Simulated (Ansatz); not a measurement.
Reaction (SMILES): FOF + H+ → F[OH+]F
B3LYP-D3(BJ)/def2-TZVP geometries, fixed; electronic energies without zero-point terms; positive where energy is released.
Largest species:
```
O
H 1 1.0167
F 1 1.3894 2 102.86
F 1 1.3894 2 102.86 3 111.25
```
Charge +1, spin multiplicity 1.

Effect of the final integration grid (spheres per factor e of radius in core and valence, angular degree) at PBE0/cc-pVTZ with Ansatz (a program for electronic structure), against the last row, where the proton affinity is 115.89 kcal/mol. The proton sits at the site shown, which need not be the one that binds it best. The default's grid is 13, 11, 36.

```tsv
setting	largest shift of a total energy (mEh)	shift of the proton affinity (kcal/mol)
accuracy: medium (default)	-0.001	0.000
final_grid: 4, 3, 11	1.313	-0.593
final_grid: 6, 5, 17	0.125	0.051
final_grid: 8, 7, 23	-0.004	0.004
final_grid: 10, 9, 29	-0.003	0.004
final_grid: 18, 15, 47	0.000	0.000
final_grid: 26, 22, 59	0.000	0.000
```

Within 0.05 kcal/mol in the proton affinity: accuracy: medium (default); final_grid: 8, 7, 23; final_grid: 10, 9, 29; final_grid: 18, 15, 47. The largest shift is 1.313 mEh in a total energy and 0.593 kcal/mol in the difference.
